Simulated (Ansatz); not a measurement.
We consider antiferromagnetic bcc Cr, described by Hartree–Fock (Ansatz, a first-principles code, plane waves, PAW).

Input file:

Ansatz 0.2 input:
```yaml
crystal:
  lattice:
    - [3.1540913122, 0.0, 0.0]
    - [0.0, 3.1540913122, 0.0]
    - [0.0, 0.0, 3.1540913122]
  atoms:
    - { symbol: Cr, position: [0.0, 0.0, 0.0], spin: 1.5 }
    - { symbol: Cr, position: [0.5, 0.5, 0.5], spin: -1.5 }
basis:
  ecutwfc: 460
  ecutrho_ratio: 4
  xc_grid: 2
kpoints:
  mp_grid: { grid: [10, 10, 10] }
hamiltonian:
  xc: hf
  dispersion: none
  pseudopotentials: { kind: paw }
scf:
  occupations: { method: fermi_dirac, width: 0.05 }
  convergence: { dr2_threshold: 0.0000000002 }
output:
  forces: true
  stress: true
  eigenvalues: true
magnetization:
  spin_polarized: true
```

Q: How many irreducible k-points, plane waves at Γ does the program set up, and what pressure does the run end with?

A: 56 irreducible k-points, 739 plane waves at Γ; P = 24.25 GPa, so the cell is compressed on average and its volume would grow at this level.

Output (set-up and result lines):

```
WARN output.stress: scf.exx.energy_threshold = 1e-6 eV is looser than the 2e-8 eV advised for a stress under a hybrid functional (1e-8 eV for each atom of the …
Crystal: 2 atoms, lattice volume = 31.378 Å³
Basis set: ecut = 460 eV, 739 PW (Γ), exchange–correlation on 48×48×48 points (8 copies of the dense FFT grid, shifted against one another)
Bands: 20, of which v1, the nominal top of the filled ones, is band 14 counted from 1 (13 counted from 0)
Symmetry: 48 space group operations
Space group: Pm-3m (ITA 221), of the structure as read, at distance tolerance 3.2e-5 Å
k-points: 56 of 1000
Initial density: superposition of atomic densities (chi_scale 0.1, normalization cell)
Functional: x = pbe(κ = 0.804, μ = 0.2195149727645171), c = none, warm-up for x = 0 pbe(κ = 0.804, μ = 0.2195149727645171) + 1 exact, c = none
SCF 1 converged in 18 iterations: F = -6696.707542 eV  dr2 = 3.61e-11
Crystal: 2 atoms, lattice volume = 31.378 Å³
Initial density: handed on by an earlier stage of this run
Functional: x = 0 pbe(κ = 0.804, μ = 0.2195149727645171) + 1 exact, c = none
SCF 2 converged in 8 iterations: F = -6693.868174 eV  dr2 = 1.74e-12
Crystal: 2 atoms, lattice volume = 31.378 Å³
  ...
SCF 22 converged in 5 iterations: F = -6697.246471 eV  dr2 = 7.43e-11
Crystal: 2 atoms, lattice volume = 31.378 Å³
SCF 23 converged in 5 iterations: F = -6697.246877 eV  dr2 = 8.55e-11
Crystal: 2 atoms, lattice volume = 31.378 Å³
SCF 24 converged in 5 iterations: F = -6697.247249 eV  dr2 = 9.07e-11
Crystal: 2 atoms, lattice volume = 31.378 Å³
SCF 25 converged in 6 iterations: F = -6697.248807 eV  dr2 = 1.63e-11
Crystal: 2 atoms, lattice volume = 31.378 Å³
SCF 26 converged in 6 iterations: F = -6697.261281 eV  dr2 = 6.25e-12
Crystal: 2 atoms, lattice volume = 31.378 Å³
SCF 27 converged in 5 iterations: F = -6697.265294 eV  dr2 = 1.88e-10
Crystal: 2 atoms, lattice volume = 31.378 Å³
SCF 28 converged in 5 iterations: F = -6697.265651 eV  dr2 = 8.51e-11
Crystal: 2 atoms, lattice volume = 31.378 Å³
Crystal: 2 atoms, lattice volume = 31.378 Å³
Crystal: 2 atoms, lattice volume = 31.378 Å³
SCF 31 converged in 7 iterations: F = -6697.266326 eV  dr2 = 1.60e-11
Magnetization: 0.0041 μB (14.0020 up, 13.9980 down)
Free energy (F): -6697.266326 eV
Internal energy: -6697.265912 eV  (E = F + TS)
E sigma→0 (E₀):  -6697.266119 eV
Fermi energy:    15.840033 eV
--- Forces (eV/Å), atoms counted from 1 ---
  atom   1  Cr     0.00000000    -0.00000000     0.00000000
  atom   2  Cr     0.00000000     0.00000000     0.00000000
--- Stress (GPa, compression-positive) ---
       24.254775       0.000000       0.000000
        0.000000      24.254775       0.000000
        0.000000       0.000000      24.254775
  P = ⅓ Tr σ = 24.2548 GPa (242.548 kbar)
```

The cell is one volume of an energy–volume scan, off the minimum.

The PAW data were made under PBE.

The run is spin-polarised with opposed starting moments, which need not be the measured order.

Note: the cell is over a tenth larger than the published one (another phase or state, or a fault of the published cell, is possible). Note: the commensurate order stands in for chromium's spin-density wave, and the size of the moments varies much between levels.

It cost about 9 core-minutes (a rough figure) of CPU time.
